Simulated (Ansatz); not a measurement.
Two isomers of C8H18: A = `CCCCCCCC`, B = `CC(C)CC(C)(C)C`.

Isolated molecules relaxed with PBE0-D4/def2-TZVP in Ansatz; ΔE leaves out vibrations. CBS: MP2 limit from def2 TZ/QZ plus the TZ coupled-cluster correction, frozen cores. DFT in def2-TZVPP. B3LYP here is the variant with VWN-RPA as its local correlation; programs differ in this. One conformer a species, not always the lowest.

(1) Which is lower in electronic energy at CCSD(T)/CBS, and by how much? (An estimate is asked.)

(2) Give E(B) − E(A) in kcal/mol with PBE0-D4, MP2/def2-TZVPP, CCSD(T)/def2-SVP, CCSD(T)/def2-TZVPP, B3LYP, BLYP-D4, ωB97M-V. (An estimate is asked.)

Largest T1 diagnostic: 0.009.

## Answers

(1) Computed: B, by 2.3 kcal/mol.

(2) Computed: PBE0-D4 -0.6, MP2/def2-TZVPP -4.0, CCSD(T)/def2-SVP -2.2, CCSD(T)/def2-TZVPP -2.7, B3LYP 2.9, BLYP-D4 -1.1, ωB97M-V -1.9. The order is the other way round with B3LYP.

From BLYP to BHLYP (50 % exact exchange), in def2-TZVPP and without D4, E(B) − E(A) moves by −1.2 kcal/mol. Leaving LDA and LC-ωPBE aside and taking each functional with its dispersion term where it has one, the values, not all of them listed here, spread over 2.3 kcal/mol, from B97M-V to B2PLYP. LDA lies −4.6 kcal/mol from PBE without D4.
